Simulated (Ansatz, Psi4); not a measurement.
# How basis sets differ on SiH (SMILES [SiH])

The species is SiH (2 atoms), meant as a doublet with charge 0. As SMILES, `[SiH]`. Geometry: relaxed at PBE0-D4/def2-TZVP.

```xyz
2

Si    0.0000    0.0000   -0.0076
H     0.0000    0.0000    1.5241
```

Quantity: the electronic atomisation energy, in eV. The values are calculated. Electronic energies at fixed atoms, without zero-point motion or spin-orbit coupling.

| level | kind | program | value (eV) |
| --- | --- | --- | --- |
| UB3LYP/3-21G | global hybrid | Ansatz | 2.96 |
| UB3LYP/6-31G* (spherical functions) | global hybrid | Ansatz | 3.18 |
| UB3LYP/6-31G* (Cartesian functions) | global hybrid | Psi4 | 3.17 |
| UB3LYP/6-311G** | global hybrid | Ansatz | 3.19 |
| UB3LYP/def2-TZVPPD | global hybrid | Ansatz | 3.25 |

The values span 2.96 to 3.25 eV. Without the sets that lack polarisation functions the rows with a basis span only 3.17 to 3.25 eV.
